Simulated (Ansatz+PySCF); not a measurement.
The numbers below are computed, except where a source is named.
# Several solutions for doublet C₆H₅

```xyz
11

C     1.3970    0.0000    0.0000
C     0.7708    1.2260    0.0000
C    -0.6310    1.2129    0.0000
C    -1.3222    0.0000    0.0000
C    -0.6310   -1.2129    0.0000
C     0.7708   -1.2260    0.0000
H     1.3261    2.1679    0.0000
H    -1.1817    2.1579    0.0000
H    -2.4148    0.0000    0.0000
H    -1.1817   -2.1579    0.0000
H     1.3261   -2.1679    0.0000
```

Basis set: def2-SVP (spherical functions). Charge 0, multiplicity 2.

CASSCF(3,3) was run from several starts with Ansatz (development build ahead of 0.2.0) and PySCF 2.14.0. The starts are those of the Hartree–Fock orbitals from which the active space was taken at the frontier.

```csv
run,program,start,converged,energy (hartree),<S²>
A,Ansatz,"atomic start, no search",yes,-229.89480,0.75
B,Ansatz,stability test followed,yes,-229.89480,0.75
C,Ansatz,search for the lowest state,yes,-229.89480,0.75
D,PySCF,program defaults,yes,-229.88590,0.75
```

(1) Which runs reached the lowest solution of this kind, and what is wrong with the others?

Results:

(1) A, B, C reached the lowest solution found. Converged but too high: D by 0.24 eV. Convergence only shows a stationary point; in CASSCF the end hangs on which orbitals enter the active space. Caution: other starts end on other solutions of this active space.
